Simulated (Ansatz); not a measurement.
Geometry optimisation, Ansatz 0.2.0, RKS PBE0-D4/6-31G.

Input file:

```yaml
crystal:
  periodic: [false, false, false]
  atoms:
    - { symbol: C, position_ang: [-1.0966, -0.6929, -0.7918] }
    - { symbol: O, position_ang: [-0.903, 0.5369, -0.073] }
    - { symbol: C, position_ang: [0.3263, 0.5554, 0.5467] }
    - { symbol: O, position_ang: [0.6047, -0.4552, 1.4997] }
    - { symbol: O, position_ang: [1.4243, 0.4816, -0.3697] }
    - { symbol: Cl, position_ang: [0.5252, 2.1196, 1.4032] }
    - { symbol: H, position_ang: [-2.1048, -0.562, -1.2642] }
    - { symbol: H, position_ang: [-1.1151, -1.5036, -0.1504] }
    - { symbol: H, position_ang: [-0.4012, -0.7657, -1.5562] }
    - { symbol: H, position_ang: [0.993, -1.1398, 1.0064] }
    - { symbol: H, position_ang: [1.8128, 1.3687, -0.2301] }
basis:
  gaussian: { orbitals: "6-31G" }
hamiltonian:
  xc: pbe0
  dispersion: d4
relax:
  f_tol: 0.015
  max_steps: 40
```

Command:

```bash
$ ansatz run input.yaml --threads 1 --pin off --max-ram 2048MiB --backend cpu --events-out ev --progress --plain --runs-dir out
```

Problem. Where does it end, and by what steps?

Solution. The forces met the threshold. Limits of this set-up: no polarisation functions. After 11 steps the energy has fallen by 0.901 eV; H10 moved furthest, 0.78 Å.

```json
{"step": "0", "energy less start (eV)": "0.0000", "largest force component (eV/Å)": "3.149", "accepted": "yes"}
{"step": "1", "energy less start (eV)": "-0.5238", "largest force component (eV/Å)": "0.888", "accepted": "yes"}
{"step": "2", "energy less start (eV)": "-0.6081", "largest force component (eV/Å)": "1.104", "accepted": "yes"}
{"step": "3", "energy less start (eV)": "-0.7115", "largest force component (eV/Å)": "0.697", "accepted": "yes"}
{"step": "4", "energy less start (eV)": "-0.7762", "largest force component (eV/Å)": "1.019", "accepted": "yes"}
{"step": "5", "energy less start (eV)": "-0.8482", "largest force component (eV/Å)": "0.993", "accepted": "yes"}
{"step": "6", "energy less start (eV)": "-0.8901", "largest force component (eV/Å)": "0.266", "accepted": "yes"}
{"step": "7", "energy less start (eV)": "-0.8975", "largest force component (eV/Å)": "0.108", "accepted": "yes"}
{"step": "8", "energy less start (eV)": "-0.8976", "largest force component (eV/Å)": "0.446", "accepted": "yes"}
{"step": "9", "energy less start (eV)": "-0.8936", "largest force component (eV/Å)": "0.581", "accepted": "no"}
{"step": "10", "energy less start (eV)": "-0.9005", "largest force component (eV/Å)": "0.154", "accepted": "yes"}
{"step": "11", "energy less start (eV)": "-0.9010", "largest force component (eV/Å)": "0.013", "accepted": "yes"}
```

```xyz
11
Properties=species:S:1:pos:R:3
C -1.184 -0.640 -0.863
O -0.792 0.545 -0.093
C 0.419 0.447 0.557
O 0.504 -0.703 1.299
O 1.540 0.512 -0.277
Cl 0.454 1.990 1.687
H -2.089 -0.336 -1.384
H -1.382 -1.474 -0.189
H -0.400 -0.905 -1.577
H 1.416 -0.859 1.604
H 1.581 1.366 -0.744
```

Whether the end is a true minimum wasn't checked by a vibrational analysis.

Time of the run: 77 s on 1 thread of Intel(R) Xeon(R) Processor @ 2.70GHz, on a shared host, peak memory 0.17 GiB.
